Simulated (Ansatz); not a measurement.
# Cost against result

Saddle point of CH₇NSi, singlet (CH₇NSi ([CH3][SiH2][NH2]) → CH₅NSi ([CH3][SiH][NH]) + H₂; bonds formed: H2–H4; bonds broken: Si1–H2, N3–H4), PBE0-D4/def2-TZVP structure:

Si1  (-0.025, 0.533, 0.014)
H2  (1.608, 0.178, -0.631)
N3  (-0.590, 0.719, -1.504)
H4  (0.989, 0.440, -1.293)
H5  (0.387, 1.621, 0.951)
C6  (-0.310, -1.035, 0.945)
H7  (-0.895, 1.593, -1.903)
H8  (0.489, -1.226, 1.665)
H9  (-1.251, -0.945, 1.499)
H10  (-0.401, -1.878, 0.258)
(Å)

Barriers are electronic and count from the start structure reached by relaxing down the imaginary mode.

Ansatz 0.2.0; basis: as named in each row; cores frozen in the correlated methods. B3LYP uses VWN-RPA correlation. Extrapolation: Hartree–Fock as exp(−7.88 √X), correlation as X^−2.97.

Times are rough, for one single point on 2 threads of a shared host (Arm Neoverse N1).

The estimate by CCSD(T) at an estimated basis limit (MP2 extrapolated from triple and quadruple zeta, plus CCSD(T) − MP2 in triple zeta) is 3.490 eV.

```tsv
method	basis	time (s)	barrier (eV)	method less estimate
HF	STO-3G	under 1	7.774	4.284
PBE-D4	STO-3G	under 1	5.872	2.382
SPW92	def2-SVP	under 1	3.160	-0.329
B3LYP-D4	6-31G	1	4.404	0.915
PBE-D4	def2-SVP	1	3.248	-0.241
PBE0-D4	def2-SVP	2	3.540	0.050
SPW92	def2-TZVPP	2	3.032	-0.458
PBE-D4	def2-TZVPP	3	3.125	-0.364
CCSD(T)	def2-SVP	3	3.776	0.287
BLYP-D4	def2-TZVPP	3	3.207	-0.283
B3LYP-D4	def2-TZVPP	4	3.420	-0.070
BHLYP-D4	def2-TZVPP	4	3.719	0.230
PBE0-D4	def2-TZVPP	4	3.391	-0.098
CAM-B3LYP-D4	def2-TZVPP	5	3.544	0.055
r2SCAN-D4	def2-TZVPP	6	3.290	-0.200
wB97M-V	def2-SVP	7	3.639	0.149
r2SCAN0-D4	def2-TZVPP	8	3.480	-0.009
B2PLYP	def2-TZVPP	8	3.465	-0.025
PBE-QIDH	def2-TZVPP	8	3.543	0.053
RPA on PBE	def2-TZVPP	8	3.493	0.004
wB97X-V	def2-TZVPP	13	3.571	0.082
wB97M-V	def2-TZVPP	14	3.496	0.007
B97M-V	def2-TZVPP	15	3.350	-0.140
MP2	def2-QZVPP	30	3.436	-0.054
CCSD(T)	def2-TZVPP	83	3.542	0.052
```

All methods are single points on the PBE0-D4 structures.

The T1 diagnostic stays at or below 0.017.

Labels in which every atom is bracketed show which atoms are joined, not bond orders.
